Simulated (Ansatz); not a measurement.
How far each method lies from full CI for CH⁺, triplet

Geometry: that of the CH⁺, singlet, kept fixed. The singlet lies 1.2 eV lower here.

```json
{"atom": "C", "x (Å)": "0.0000", "y (Å)": "0.0000", "z (Å)": "0.0000"}
{"atom": "H", "x (Å)": "0.0000", "y (Å)": "0.0000", "z (Å)": "1.1404"}
```

Basis cc-pVQZ; Ansatz 0.2.0. Correlated methods freeze the noble-gas cores, which leaves 4 electrons in 84 orbitals. R marks a restricted (for open shells ROHF) determinant, U an unrestricted one. Active spaces: valence = (4e, 5o) chosen from the atoms' valence shells.

Full CI is exact within this basis and frozen core; it isn't the basis-set limit. The frozen core follows each run's orbitals, which can shift R against U totals by a few meV.

- UHF ⟨S²⟩: 2.003
- T1 diagnostic (RCCSD): 0.0255
- largest doubles amplitude (RCCSD): 0.077
- T1 diagnostic (UCCSD): 0.0190

| level | E − E(RHF) (eV) |
| --- | --- |
| UHF | -0.0636 |
| RMP2 | -1.7973 |
| UMP2 | -1.8037 |
| RCCSD | -2.2256 |
| UCCSD | -2.2287 |
| RCCSD(T) | -2.2732 |
| UCCSD(T) | -2.2750 |

Task: Estimate how far full CI in cc-pVQZ lies from RCCSD(T). The table doesn't fix it; the size of (T) and the diagnostics are the guide.

Result: Full CI in cc-pVQZ lies 1.1 kJ/mol below RCCSD(T), which is 24 % of the (T) step (-4.6 kJ/mol). The diagnostics are small and one determinant leads, so the series closes fast and only a small part of (T) is left.

The other levels:

```
                   level  E − E(full CI) (kJ/mol)  share of correlation (%)  wall time
                 BCCD(T)                      1.0                     99.53      2.3 s
                  RCCSDT                      0.0                     99.99          –
                  UCCSDT                     -0.1                    100.06          –
               RCCSDT(Q)                      0.0                    100.01       27 s
               UCCSDT(Q)                     -0.2                    100.08       26 s
  CASSCF (valence space)                    145.8                     33.84          –
  NEVPT2 (valence space)                     32.6                     85.22      1.1 s
  MRCISD (valence space)                      7.4                     96.62          –
MRCISD+Q (valence space)                      4.7                     97.89      1.8 s
```

The correlation energy at full CI, counted from RHF, is -2.285 eV. That run took 23 s on 1 thread of INTEL XEON PLATINUM 8581C, shared host over 3,037,760 determinants.

Times hold each run's SCF and search for its determinant on a shared host, so for small cases they say little of a method's own cost; they ran on 1 thread of INTEL XEON PLATINUM 8581C. Some runs computed forces too.

The full-CI state has the irrep B1 of C2v, in the program's axes (one component, if the state is degenerate).

Natural occupations of full CI about the gap: 1.948 0.991 0.991 0.024 0.017 0.006 0.005 0.004 0.003 0.003; effectively unpaired electrons, Σ n²(2−n)², 2.01.
